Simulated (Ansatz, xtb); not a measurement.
Species: C₃H₇O, charge 0, multiplicity 2. It need not be the lowest isomer of its formula. SMILES: CC(C)[O]
Geometry from a B3LYP-D3(BJ)/def2-TZVP (Ansatz, a first-principles code) optimisation:
```
C
O 1 1.3678
H 1 1.1134 2 101.41
C 1 1.5323 3 107.60 2 -118.62
H 4 1.0894 1 110.37 3 59.46
H 4 1.0912 5 109.05 1 122.05
H 4 1.0916 5 108.50 6 117.68
C 1 1.5323 3 107.60 2 118.62
H 8 1.0894 1 110.37 3 -59.46
H 8 1.0912 9 109.05 1 -122.05
H 8 1.0916 9 108.50 10 -117.68
```
Charge 0, spin multiplicity 2.

Harmonic wavenumbers from GFN2-xTB (xtb, at its own minimum), cm⁻¹: 154, 201, 345, 421, 464, 782, 820, 929, 950, 988, 1079, 1094, 1105, 1285, 1358, 1380, 1459, 1470, 1472, 1482, 2524, 3034, 3038, 3044, 3048, 3053, 3055.

Q: Give the harmonic wavenumbers at B3LYP-D3(BJ)/def2-TZVP (Ansatz, finite differences of forces, unscaled).

A: 191, 235, 360, 393, 452, 807, 886, 915, 978, 1041, 1063, 1156, 1200, 1245, 1386, 1409, 1479, 1483, 1494, 1502, 2824, 3034, 3041, 3100, 3106, 3120, 3121 cm⁻¹. Zero-point energy 58.6 kcal/mol.

Q: From these and the geometry, give the ideal-gas thermochemistry at 298.15 K and 1 atm (rigid rotor, harmonic oscillator).

A: Point group Cs, rotational symmetry number 1. Rotational constants 9.237, 8.088, 4.86 GHz. S(trans) 38.15, S(rot) 24.30, S(vib) 7.90, S(elec, spin only) 1.38, S 71.7 cal/(mol K). H(298) - H(0) 3.87 kcal/mol; G - E(el) 41.1 kcal/mol.
